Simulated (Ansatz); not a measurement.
in.yaml

```yaml
crystal:
  periodic: [false, false, false]
  atoms:
    - {symbol: Li, position_ang: [0.000000, 0.000000, 0.000000]}
    - {symbol: Na, position_ang: [0.000000, 0.000000, 7.210000]}
basis:
  gaussian: {orbitals: def2-SVP}
total_charge: -1
magnetization: {spin_polarized: false, initial_magnetization: 1}
correlation: {method: ccsdt_q, electrons: outside_noble_gas}
```

```sh
$ ansatz run in.yaml --threads 1 --pin off --events-out ev --progress --plain --max-ram 2393MiB
```

Output:

```
384 factors; integrals over basis functions are off by at most 1.5e-7 eV
mean field evaluation 1: about -4604.3131 eV, gradient 9.6e-1 eV
mean field evaluation 2: about -4604.3132 eV, gradient 9.3e-1 eV
mean field evaluation 4: about -4604.4236 eV, gradient 6.8e-1 eV
mean field evaluation 8: about -4604.4241 eV, gradient 1.2e0 eV
mean field evaluation 16: about -4604.5094 eV, gradient 3.8e-4 eV
mean field evaluation 32: about -4604.3595 eV, gradient 4.8e-1 eV
mean field evaluation 64: about -4604.3957 eV, gradient 3.5e-5 eV
mean field evaluation 96: about -4604.0695 eV, gradient 2.0e0 eV
mean field evaluation 128: about -4602.1764 eV, gradient 2.0e-4 eV
mean field evaluation 160: about -4601.9490 eV, gradient 3.2e0 eV
...
cycle  16  -0.83352149 eV  change   -1.5e-5 eV  update   3.2e-5
cycle  17  -0.83352552 eV  change   -4.0e-6 eV  update   9.9e-6
cycle  18  -0.83352345 eV  change    2.1e-6 eV  update   6.0e-6
cycle  19  -0.83352285 eV  change    6.0e-7 eV  update   2.9e-6
cycle  20  -0.83352349 eV  change   -6.4e-7 eV  update   1.3e-6
cycle  21  -0.83352482 eV  change   -1.3e-6 eV  update   7.7e-7
cycle  22  -0.83352469 eV  change    1.4e-7 eV  update   4.4e-7
cycle  23  -0.83352430 eV  change    3.9e-7 eV  update   2.5e-7
cycle  24  -0.83352427 eV  change    2.2e-8 eV  update   1.2e-7
cycle  25  -0.83352428 eV  change   -4.5e-9 eV  update   8.5e-8
perturbative correction 0.00000000 eV, 0.0000000000 hartree
WARN: these amplitudes may be one of several solutions (largest doubles amplitude 0.12, level shift 2.08 eV)
Total energy: -4605.13918833 eV, -169.2357436956 hartree
```

Ran on 1 thread of Arm Neoverse V1, shared host: 2.8 s wall, 0.2 GiB peak host memory.
